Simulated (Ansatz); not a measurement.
Input for Ansatz (development build ahead of 0.2.0):

```yaml
crystal:
  periodic: [false, false, false]
  atoms:
    - { symbol: C, position_ang: [0.13325, -0.04198, -1.43311] }
    - { symbol: C, position_ang: [-0.08324, 0.17947, 0.02935] }
    - { symbol: C, position_ang: [-0.12261, 0.08185, 1.42515] }
basis:
  gaussian: { orbitals: "6-31G" }
hamiltonian:
  xc: hf
output:
  forces: true
```

The input is written out in the form of the current development build from the run's settings.

Results

```yaml
Converged: yes
Total_energy: -113.25424 hartree
```

Forces (eV/Å):
```json
{"atom": "C1", "Fx": "-1.420", "Fy": "1.482", "Fz": "9.354"}
{"atom": "C2", "Fx": "1.267", "Fy": "-2.025", "Fz": "-2.583"}
{"atom": "C3", "Fx": "0.154", "Fy": "0.543", "Fz": "-6.771"}
```

Caution: stretched shape with no unrestricted run beside it, a lower state can exist.
